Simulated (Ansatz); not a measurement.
Two shapes of singlet CH₂.

Shape 1:

```xyz
3

C     0.0000    0.0000   -0.1796
H     0.0000    0.8619    0.5389
H     0.0000   -0.8619    0.5389
```

Shape 2:

```xyz
3

C     0.0000    0.0000   -0.1653
H     0.0000    0.7929    0.4958
H     0.0000   -0.7929    0.4958
```

Basis set: 6-31G* (spherical functions). Left uncorrelated: 1 orbital. Charge 0, multiplicity 1.

Computed with Ansatz (development build ahead of 0.2.0); each method stands on the lowest determinant of its kind that the runs found.

Task: Which shape is lower in energy, and by how much in each method?

Result:

```tsv
method	E(2) − E(1) (eV)
RHF	0.154
RHF-MP2	0.220
```

Shape 1 is lower. Caution: in another basis set an unrestricted determinant lies well below; another spin multiplicity may lie lower.
